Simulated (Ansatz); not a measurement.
A made-up structure of C2H4B (charge +1), closed shell:

C1  (-0.302, -0.328, -0.055)
B2  (-1.391, -1.193, -0.381)
C3  (0.791, 0.613, 0.243)
H4  (-2.267, -1.891, -0.642)
H5  (0.499, 1.540, -0.305)
H6  (0.856, 0.900, 1.297)
H7  (1.760, 0.317, -0.173)
(Å)

It is relaxed with PBE-D4/def2-SVP and then PBE0-D4/def2-TZVP (Ansatz 0.2.0). Atoms count as bonded within 1.22 times the sum of their covalent radii (H–H: 0.88 Å). The end point is not checked to be a true minimum.

Q: Does its bonding change? (Judge from chemistry; the calculation decides.)

A: Computed: Yes. Formed: C1–H5; broken: C3–H5.

Where it ends: The first stage lowers the energy by 2.70 eV in 28 steps. It ends as C₂H₄B ([BH][CH][CH2]), total charge +1:
```
7
angstrom
C -0.0865 0.1482 -0.5732
B -1.1464 -0.7505 -0.1937
C 0.7932 0.4080 0.4288
H -1.9784 -1.4872 0.1888
H 0.0228 0.5908 -1.5607
H 0.7020 -0.0240 1.4225
H 1.6397 1.0719 0.2716
```

Labels in which every atom is bracketed show which atoms are joined, not bond orders.

For scale, one of the runs: PBE0-D4/def2-TZVP relaxation, 117 basis functions, launched by `ansatz run in.yaml --threads 2 --pin off --events-out ev --progress --plain --max-ram 4352MiB`. Hardware: 2 CPU threads of an Arm Neoverse V2, shared host. Wall time about 9.5 s.
